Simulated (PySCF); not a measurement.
Gas-phase reaction: SiCl₂ + H + SiH₂Cl ⇌ H₃SiSiCl₃

Computed with PySCF and rigid-rotor harmonic-oscillator thermochemistry at 1 bar. † marks an energy on the PBE0/def2-TZVP geometry and frequencies; other levels use their own. MP2 and CCSD(T) freeze the core. 6-31G* has spherical d functions here. Open shells (unrestricted): H (multiplicity 2), SiH₂Cl (multiplicity 2); the rest are closed-shell singlets. B3LYP is the form with VWN-RPA correlation. SiH₂Cl, H₃SiSiCl₃: computed as isolated molecules; such fragments, hydroxides, amides, oligomers or adducts are transient or little studied in the gas. MP2 isn't extrapolated to the basis-set limit; its ΔH°(298 K) is -509.7 kJ in def2-SVP and -527.0 kJ in def2-TZVPP. CCSD(T) isn't extrapolated to the basis-set limit. The harmonic model lacks anharmonicity and excited electronic states, which grow with temperature; levels with a mode under 35 cm⁻¹ are left out. Internal rotation in H₃SiSiCl₃ is treated as a harmonic vibration of one conformer, which makes the entropy rough.

| level | ΔE electronic, kJ | ΔH°(298 K), kJ | ΔS°(298 K), J/K | ΔG°(600 K), kJ |
|---|---|---|---|---|
| B3LYP/def2-TZVP† | -516 | -492 | -282 | -323 |
| CCSD(T)/def2-SVP† | -528 | -504 | -282 | -335 |
| HF/6-31G* | -447 | -421 | -288 | -248 |
| M06-2X/def2-TZVP† | -532 | -508 | -282 | -339 |
| MP2/def2-SVP† | -534 | -510 | -282 | -341 |
| MP2/def2-TZVPP† | -551 | -527 | -282 | -358 |
| PBE/def2-SVP | -522 | -499 | -282 | -330 |
| PBE/def2-TZVP† | -518 | -494 | -282 | -325 |
| PBE0/def2-TZVP | -537 | -513 | -282 | -344 |
| r2SCAN/def2-TZVP† | -547 | -524 | -282 | -354 |
| ωB97X-V/def2-TZVP† | -568 | -544 | -282 | -375 |
ΔH° is lowest at ωB97X-V/def2-TZVP† and highest at HF/6-31G*. No reference value is set beside these.
